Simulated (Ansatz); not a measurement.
System: fluorite CeO2. Method: r²SCAN+rVV10 in Ansatz (plane waves, PAW).

Settings: plane-wave cutoff 560 eV, 12×12×12 k mesh, Fermi–Dirac smearing 0.01 eV, no spin polarisation, scalar-relativistic PAW data made under PBE.

Pressure at four volumes; x = ln(V/13.283 Å³). One pressure is withheld.

| V (Å³/atom) | x | P (GPa) |
|---|---|---|
| 12.486 | -0.0619 | ? |
| 12.752 | -0.0408 | 8.78 |
| 13.283 | 0.0000 | 0.00 |
| 14.080 | 0.0583 | -10.08 |

**Question.** Pass a parabola P(x) through the three rows shown, estimate the bulk modulus and its pressure derivative near zero pressure, and predict the withheld pressure.

**Answer.** Slopes between the rows: (0.00 − (8.78))/(0.0000 − (-0.0408)) = -215.20 and (-10.08 − (0.00))/(0.0583 − (0.0000)) = -172.90 GPa. Their difference over the span 0.0991 is c = 42.30/0.0991 = 426.8 GPa, so P(x) = 8.78 + (-215.20)(x − (-0.0408)) + 426.8 (x − (-0.0408))(x − (0.0000)). At the middle row B = −dP/dx = −[-215.20 + 426.8 × 0.0408] = 197.8 GPa, and B′ = dB/dP = 2c/B = 4.3. At x = -0.0619 the parabola gives 13.88 GPa; the run gives 13.93 GPa. The Birch–Murnaghan fit to the energies at all volumes has B0 = 197 GPa and B′ = 4.4.

Measured, for comparison: bulk modulus 220 ± 9 GPa (room temperature, not corrected to a static lattice, our sources range from 220 to 230; as tabulated in High Pressure Brillouin Spectroscopy and X-ray Diffraction of Cerium Dioxide …). Computed (rounded) less measured: bulk modulus -10 % (-10 % to -14 % over the range).

Spin–orbit coupling is not included.

Ansatz is an electronic-structure program.
